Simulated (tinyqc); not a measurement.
Inside a calculation. Method: UHF in the sto-6g basis, for NH3+, spin multiplicity 2. One step of it, computed by the program tinyqc.

Problem. Iteration 2: diagonalisation and new density. Diagonalise F' = X^T F X, C = X C', fill 5 alpha and 4 beta electrons from the bottom; D(s) = C_occ C_occ^T; the new density keeps 0.5 of the old one (damping). Each column has its largest component positive (the first on a tie).

F(alpha) (hartree):
```
             1N 1s      1N 2s     1N 2px     1N 2py     1N 2pz      2H 1s      3H 1s      4H 1s
1N 1s   -15.519305  -3.766669  -0.000002   0.000000  -0.000313  -0.535578  -0.535057  -0.535057
1N 2s    -3.766669  -2.058182  -0.000054   0.000000  -0.012670  -0.624283  -0.623847  -0.623847
1N 2px   -0.000002  -0.000054  -0.519015   0.000000   0.000032  -0.408067   0.204037   0.204037
1N 2py    0.000000   0.000000   0.000000  -0.518831   0.000000   0.000000  -0.353195   0.353195
1N 2pz   -0.000313  -0.012670   0.000032   0.000000  -0.596168   0.087323   0.087259   0.087259
2H 1s    -0.535578  -0.624283  -0.408067   0.000000   0.087323  -0.491162  -0.132095  -0.132095
3H 1s    -0.535057  -0.623847   0.204037  -0.353195   0.087259  -0.132095  -0.490938  -0.132080
4H 1s    -0.535057  -0.623847   0.204037   0.353195   0.087259  -0.132095  -0.132080  -0.490938
```

F(beta) (hartree):
```
             1N 1s      1N 2s     1N 2px     1N 2py    1N 2pz      2H 1s      3H 1s      4H 1s
1N 1s   -15.492741  -3.734688  -0.000002   0.000000  0.003089  -0.530234  -0.529718  -0.529718
1N 2s    -3.734688  -1.871769  -0.000059   0.000000  0.132483  -0.597795  -0.597382  -0.597382
1N 2px   -0.000002  -0.000059  -0.459246   0.000000  0.000036  -0.401335   0.200673   0.200673
1N 2py    0.000000   0.000000   0.000000  -0.459052  0.000000   0.000000  -0.347369   0.347369
1N 2pz    0.003089   0.132483   0.000036   0.000000  0.131606   0.076124   0.076057   0.076057
2H 1s    -0.530234  -0.597795  -0.401335   0.000000  0.076124  -0.490780  -0.126439  -0.126439
3H 1s    -0.529718  -0.597382   0.200673  -0.347369  0.076057  -0.126439  -0.490575  -0.126427
4H 1s    -0.529718  -0.597382   0.200673   0.347369  0.076057  -0.126439  -0.126427  -0.490575
```

X:
```
            1N 1s      1N 2s     1N 2px     1N 2py     1N 2pz      2H 1s      3H 1s      4H 1s
1N 1s    1.022470  -0.134888  -0.000003   0.000000   0.002740   0.016484   0.016476   0.016476
1N 2s   -0.134888   1.178589   0.000047   0.000000  -0.026764  -0.194870  -0.194699  -0.194699
1N 2px  -0.000003   0.000047   1.077234   0.000000  -0.000010  -0.201304   0.100630   0.100630
1N 2py   0.000000   0.000000   0.000000   1.077125   0.000000   0.000000  -0.174188   0.174188
1N 2pz   0.002740  -0.026764  -0.000010   0.000000   1.004532   0.033123   0.033087   0.033087
2H 1s    0.016484  -0.194870  -0.201304   0.000000   0.033123   1.106980  -0.023876  -0.023876
3H 1s    0.016476  -0.194699   0.100630  -0.174188   0.033087  -0.023876   1.106837  -0.023870
4H 1s    0.016476  -0.194699   0.100630   0.174188   0.033087  -0.023876  -0.023870   1.106837
```

D(alpha) after iteration 1:
```
            1N 1s      1N 2s     1N 2px     1N 2py     1N 2pz      2H 1s      3H 1s      4H 1s
1N 1s    1.053347  -0.236137  -0.000008   0.000000  -0.017307   0.002911   0.002912   0.002912
1N 2s   -0.236137   1.055403   0.000043   0.000000   0.095207  -0.032094  -0.032078  -0.032078
1N 2px  -0.000008   0.000043   0.728896   0.000000  -0.000038   0.064774  -0.032443  -0.032443
1N 2py   0.000000   0.000000   0.000000   0.728770   0.000000   0.000000   0.056209  -0.056209
1N 2pz  -0.017307   0.095207  -0.000038   0.000000   0.940824  -0.062462  -0.062464  -0.062464
2H 1s    0.002911  -0.032094   0.064774   0.000000  -0.062462   0.179899  -0.046662  -0.046662
3H 1s    0.002912  -0.032078  -0.032443   0.056209  -0.062464  -0.046662   0.180024  -0.046664
4H 1s    0.002912  -0.032078  -0.032443  -0.056209  -0.062464  -0.046662  -0.046664   0.180024
```

D(beta) after iteration 1:
```
            1N 1s      1N 2s     1N 2px     1N 2py     1N 2pz      2H 1s      3H 1s      4H 1s
1N 1s    1.048634  -0.212896  -0.000010   0.000000   0.029277  -0.004914  -0.004910  -0.004910
1N 2s   -0.212896   0.942035   0.000050   0.000000  -0.132263   0.003311   0.003316   0.003316
1N 2px  -0.000010   0.000050   0.710827   0.000000  -0.000045   0.063277  -0.031700  -0.031700
1N 2py   0.000000   0.000000   0.000000   0.710694   0.000000   0.000000   0.054911  -0.054911
1N 2pz   0.029277  -0.132263  -0.000045   0.000000   0.018819   0.001921   0.001923   0.001923
2H 1s   -0.004914   0.003311   0.063277   0.000000   0.001921   0.188826  -0.059182  -0.059182
3H 1s   -0.004910   0.003316  -0.031700   0.054911   0.001923  -0.059182   0.188965  -0.059187
4H 1s   -0.004910   0.003316  -0.031700  -0.054911   0.001923  -0.059182  -0.059187   0.188965
```

overlap S:
```
           1N 1s     1N 2s     1N 2px     1N 2py     1N 2pz      2H 1s      3H 1s      4H 1s
1N 1s   1.000000  0.229416   0.000000   0.000000   0.000000   0.032314   0.032282   0.032282
1N 2s   0.229416  1.000000   0.000000   0.000000   0.000000   0.342979   0.342767   0.342767
1N 2px  0.000000  0.000000   1.000000   0.000000   0.000000   0.331808  -0.165899  -0.165899
1N 2py  0.000000  0.000000   0.000000   1.000000   0.000000   0.000000   0.287173  -0.287173
1N 2pz  0.000000  0.000000   0.000000   0.000000   1.000000  -0.059373  -0.059325  -0.059325
2H 1s   0.032314  0.342979   0.331808   0.000000  -0.059373   1.000000   0.088321   0.088321
3H 1s   0.032282  0.342767  -0.165899   0.287173  -0.059325   0.088321   1.000000   0.088339
4H 1s   0.032282  0.342767  -0.165899  -0.287173  -0.059325   0.088321   0.088339   1.000000
```

Give: F' = X^T F X; orbital energies; coefficients C; F' = X^T F X; orbital energies; coefficients C; D(alpha) after iteration 2; D(beta) after iteration 2.

Solution.

F' = X^T F X (alpha) (hartree):
```
         1       2       3       4       5       6       7       8
1  -15.269  -1.895   0.000   0.000   0.011  -0.055  -0.055  -0.055
2   -1.895  -1.252   0.000   0.000  -0.066  -0.282  -0.282  -0.282
3    0.000   0.000  -0.359   0.000   0.000  -0.328   0.164   0.164
4    0.000   0.000   0.000  -0.359   0.000   0.000  -0.284   0.284
5    0.011  -0.066   0.000   0.000  -0.584   0.069   0.069   0.069
6   -0.055  -0.282  -0.328   0.000   0.069  -0.237  -0.025  -0.025
7   -0.055  -0.282   0.164  -0.284   0.069  -0.025  -0.237  -0.025
8   -0.055  -0.282   0.164   0.284   0.069  -0.025  -0.025  -0.237
```

orbital energies (alpha) (hartree): MO1 -15.523, MO2 -1.234, MO3 -0.693, MO4 -0.693, MO5 -0.617, MO6 -0.019, MO7 0.122, MO8 0.123

coefficients C (alpha):
```
           MO1     MO2     MO3     MO4     MO5     MO6     MO7     MO8
1N 1s    0.996  -0.233   0.000   0.000  -0.027  -0.133   0.000   0.000
1N 2s    0.018   0.912   0.000   0.000   0.160   0.815   0.000   0.001
1N 2px   0.000   0.000   0.670   0.000   0.000  -0.001   0.000   0.879
1N 2py   0.000   0.000   0.000   0.670   0.000   0.000   0.879   0.000
1N 2pz   0.000   0.012   0.000   0.000   0.961  -0.297   0.000   0.000
2H 1s   -0.003   0.097   0.437   0.000  -0.118  -0.624   0.000  -0.838
3H 1s   -0.003   0.097  -0.218   0.378  -0.118  -0.625  -0.726   0.419
4H 1s   -0.003   0.097  -0.218  -0.378  -0.118  -0.625   0.726   0.419
```

F' = X^T F X (beta) (hartree):
```
         1       2       3       4       5       6       7       8
1  -15.247  -1.888   0.000   0.000  -0.003  -0.055  -0.054  -0.054
2   -1.888  -1.046   0.000   0.000   0.090  -0.284  -0.284  -0.284
3    0.000   0.000  -0.294   0.000   0.000  -0.331   0.165   0.165
4    0.000   0.000   0.000  -0.294   0.000   0.000  -0.286   0.286
5   -0.003   0.090   0.000   0.000   0.140   0.053   0.053   0.053
6   -0.055  -0.284  -0.331   0.000   0.053  -0.244  -0.024  -0.024
7   -0.054  -0.284   0.165  -0.286   0.053  -0.024  -0.244  -0.024
8   -0.054  -0.284   0.165   0.286   0.053  -0.024  -0.024  -0.244
```

orbital energies (beta) (hartree): MO1 -15.495, MO2 -1.097, MO3 -0.664, MO4 -0.663, MO5 -0.012, MO6 0.150, MO7 0.150, MO8 0.159

coefficients C (beta):
```
           MO1     MO2     MO3     MO4     MO5     MO6     MO7     MO8
1N 1s    0.997  -0.218   0.000   0.000  -0.154   0.000   0.000   0.011
1N 2s    0.016   0.839   0.000   0.000   0.897   0.000   0.000  -0.115
1N 2px   0.000   0.000   0.630   0.000  -0.001   0.000   0.908  -0.003
1N 2py   0.000   0.000   0.000   0.630   0.000   0.908   0.000   0.000
1N 2pz  -0.001  -0.094   0.000   0.000   0.128   0.000   0.003   0.994
2H 1s   -0.003   0.145   0.474   0.000  -0.604   0.000  -0.818   0.168
3H 1s   -0.003   0.145  -0.237   0.410  -0.604  -0.708   0.409   0.164
4H 1s   -0.003   0.145  -0.237  -0.410  -0.604   0.708   0.409   0.164
```

D(alpha) after iteration 2:
```
         1N 1s   1N 2s  1N 2px  1N 2py  1N 2pz   2H 1s   3H 1s   4H 1s
1N 1s    1.050  -0.217   0.000   0.000  -0.023  -0.010  -0.010  -0.010
1N 2s   -0.217   0.957   0.000   0.000   0.130   0.019   0.019   0.019
1N 2px   0.000   0.000   0.589   0.000   0.000   0.179  -0.089  -0.089
1N 2py   0.000   0.000   0.000   0.589   0.000   0.000   0.155  -0.155
1N 2pz  -0.023   0.130   0.000   0.000   0.933  -0.087  -0.087  -0.087
2H 1s   -0.010   0.019   0.179   0.000  -0.087   0.197  -0.059  -0.059
3H 1s   -0.010   0.019  -0.089   0.155  -0.087  -0.059   0.197  -0.059
4H 1s   -0.010   0.019  -0.089  -0.155  -0.087  -0.059  -0.059   0.197
```

D(beta) after iteration 2:
```
         1N 1s   1N 2s  1N 2px  1N 2py  1N 2pz   2H 1s   3H 1s   4H 1s
1N 1s    1.045  -0.190   0.000   0.000   0.024  -0.020  -0.020  -0.020
1N 2s   -0.190   0.823   0.000   0.000  -0.106   0.062   0.062   0.062
1N 2px   0.000   0.000   0.554   0.000   0.000   0.181  -0.090  -0.090
1N 2py   0.000   0.000   0.000   0.554   0.000   0.000   0.157  -0.157
1N 2pz   0.024  -0.106   0.000   0.000   0.014  -0.006  -0.006  -0.006
2H 1s   -0.020   0.062   0.181   0.000  -0.006   0.217  -0.075  -0.075
3H 1s   -0.020   0.062  -0.090   0.157  -0.006  -0.075   0.217  -0.075
4H 1s   -0.020   0.062  -0.090  -0.157  -0.006  -0.075  -0.075   0.217
```
